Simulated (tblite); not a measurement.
# C2H4BCl3: the cost of one run

Programs: tblite 0.8.0 and PySCF 2.14.0. All values are calculated, for the isolated system unless a continuum is named. Atoms count from 0, parts from 1.

## Step 1: Starting point

10 atoms, charge 0, multiplicity 1; geometry: rigid parts in contact. Parts: 1 = atoms 0–3, `ClB(Cl)Cl`, charge 0; 2 = atoms 4–9, `C=C`, charge 0.

## Step 2: Bringing the parts together with GFN2-xTB

Job settings and geometry (Å):

```
{"job": {"kind": "dock", "xc": "GFN2-xTB", "basis": "xTB"}, "charge": 0, "multiplicity": 1, "parts": [{"atoms": "0-3", "charge": 0, "multiplicity": 1}, {"atoms": "4-9", "charge": 0, "multiplicity": 1}]}
Cl    -0.154491     1.255704     1.170400
B     -0.000114     0.000039     0.000126
Cl     1.563509    -0.517576    -0.507008
Cl    -1.408904    -0.738167    -0.663517
C      1.571621     2.579883    -3.037681
C      0.465901     2.200768    -2.432307
H      1.837656     3.618973    -3.143023
H      2.265451     1.870102    -3.457808
H      0.200533     1.161583    -2.326953
H     -0.227880     2.910903    -2.012817
```

Level: GFN2-xTB search for minima from random contacts, gas phase.

Started as:

```sh
OMP_NUM_THREADS=1 python cluster_run.py task.json out
```

One launch serves the whole session: the jobs run in the order shown.

Q: Estimate the wall time of this first job on 1 thread of AMD EPYC 9R45, shared host.

About 7.5 s.
